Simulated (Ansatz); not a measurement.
Reaction: SiH3Cl (chlorosilane, SMILES Cl[SiH3]) → SiH3 (SMILES [SiH3], doublet) + Cl (doublet) (the Cl-Si bond breaks)
Each species at its own B3LYP-D3(BJ)/def2-TZVP minimum (Ansatz, a program for electronic structure).

Quantity: bond dissociation energy (electronic), in kJ/mol. UHF or UKS for unpaired electrons; spin-orbit terms are left out. CBS(X,Y): correlation extrapolated as X^-3, Hartree-Fock from the larger set (Q,5: extrapolated as (X+1)exp(-9√X)). A bracket is a step between two methods taken in the basis named. The functionals are non-relativistic, so their misses hold any scalar relativity. Double hybrids freeze cores in their MP2 part. '+ core + X2C': CCSD(T) terms for core correlation (cc-pwCVTZ, 1s frozen past Ne) and scalar relativity (cc-pVTZ-DK).

CCSD(T)/CBS(cc-pV(Q+d)Z,cc-pV(5+d)Z) + [CCSDT(Q) - CCSD(T)]/cc-pV(T+d)Z + core + X2C (Ansatz) gives 470.0 kJ/mol.

### Question
What does PBE/def2-TZVPD (Ansatz) give here, and how do the other levels compare?

### Answer
PBE gives 454.9 kJ/mol, 15.1 kJ/mol below it. Differences of the others: r2SCAN/def2-TZVPD (Ansatz) -16.4; B3LYP/def2-TZVPD (Ansatz) -28.7; PBE0/def2-TZVPD (Ansatz) -16.9; wB97M-V/def2-TZVPD (Ansatz) 2.1; B2PLYP/def2-TZVPD (Ansatz) -18.5; CCSD(T)/CBS(cc-pV(Q+d)Z,cc-pV(5+d)Z) + core + X2C (Ansatz) 0.5 kJ/mol. Nearer than PBE: wB97M-V/def2-TZVPD, CCSD(T)/CBS(cc-pV(Q+d)Z,cc-pV(5+d)Z) + core + X2C.
